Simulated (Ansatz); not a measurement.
The first iterations of a band of BClFH + H2 (6 atoms, charge 0, multiplicity 1).

All numbers below come from RKS B3LYP-D4/def2-SVP in Ansatz.

```yaml
movable_images: 8
climbing_image: no
spring: 5.0 eV/Å²
optimiser: quadratic models (default)
start_path: through a guess of the saddle point
force_threshold: 0.05 eV/Å
iteration_limit: 60
end_points: relaxed
```

First end point:

```xyz
6
Properties=species:S:1:pos:R:3
B -0.014 0.512 -0.037
F -0.073 0.878 1.224
H 1.047 0.313 -0.560
Cl -1.508 0.336 -0.939
H -0.372 -2.391 0.811
H 0.000 -2.153 1.431
```

Last end point:

```xyz
6
Properties=species:S:1:pos:R:3
B 0.105 -0.577 -0.311
F 0.103 -0.346 1.783
H 0.967 0.227 -0.521
Cl -1.590 -0.006 -0.490
H 0.275 -1.763 -0.302
H -0.782 -0.040 1.769
```

| iteration | highest image above the first end (eV) | largest band force component (eV/Å) |
| --- | --- | --- |
| 1 | 6.632 | 39.892 |
| 2 | 2.181 | 2.539 |
| 3 | 2.074 | 11.208 |
| 4 | 1.996 | 2.326 |
| 5 | 1.854 | 1.493 |
| 6 | 1.771 | 4.717 |
| 7 | 1.853 | 1.729 |
| 8 | 1.881 | 0.863 |
| 9 | 1.815 | 3.995 |
| 10 | 1.750 | 1.575 |

Problem. Does the band converge within its limit, and where does its top end?

Solution. The forces met the threshold. It ended after 31 iterations with the highest image 1.972 eV above the first end. Neighbouring images differ by up to 1.2 eV, so the band resolves the path poorly. No image climbed, so the highest image needn't sit at the top of the path. The orbitals stay closed-shell, which can raise the energy where a bond breaks towards radicals; this wasn't checked here.

Run time: 3.2 min on 1 thread of Intel(R) Xeon(R) 6975P-C (Granite Rapids), with other jobs on the host, peak memory 0.13 GiB.
